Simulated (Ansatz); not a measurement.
Ideal-gas functions of C₃H₅O, SMILES `CC[C]=O` radical at 500 K and 1 bar, from an Ansatz frequency run at PBE0-D4/def2-TZVP.

Molar mass 57.07 g/mol, point group C1 (symmetry number 1), electronic degeneracy 2, moments of inertia 14.778, 118.558, 124.652 u Å². Harmonic wavenumbers (cm⁻¹, unscaled): 60, 220, 331, 496, 742, 841, 1006, 1045, 1102, 1257, 1310, 1409, 1435, 1489, 1496, 1959, 3033, 3063, 3084, 3140, 3144.

Use S(trans) = R[1.5 ln M + 2.5 ln T − 1.1517]; rotational temperatures θ = 24.2544 K / I; S(rot) = R[ln(√π/σ · √(T³/θAθBθC)) + 1.5]; for each mode x = 1.438777 ν̃/T, S = R[x/(eˣ − 1) − ln(1 − e⁻ˣ)] and H = RT x/(eˣ − 1); 1 cm⁻¹ = 0.0119627 kJ/mol; R = 8.31446 J/(mol·K).

By hand: the entropy, in J/(mol·K).

Translation 170.0. Rotation: θ = 1.6413, 0.2046, 0.1946 K, giving 106.1. Vibration, mode by mode: 22.93, 12.25, 9.03, 6.03, 3.43, 2.74, 1.88, 1.72, 1.51, 1.06, 0.93, 0.74, 0.70, 0.61, 0.60, 0.20, 0.01, 0.01, 0.01, 0.01, 0.01, in all 66.4. Electronic 5.8. Sum 348.3 J/(mol·K).

By hand: H − E and G − E in kJ/mol, counted from the electronic energy.

Zero-point energy ½ × 31662 × 0.0119627 = 189.4; thermal vibration 17.2; translation, rotation and pV give 4 RT = 16.6. H − E = 223.2 kJ/mol, and G − E = 223.2 − 500 × 348.3/1000 = 49.1 kJ/mol.

Vibration gives 19 % of the entropy, 22.9 J/(mol·K) of it from the mode under 150 cm⁻¹: soft modes count most, and the harmonic formula is weakest for them. The sum counts one conformer and one mirror image; others add a mixing term.
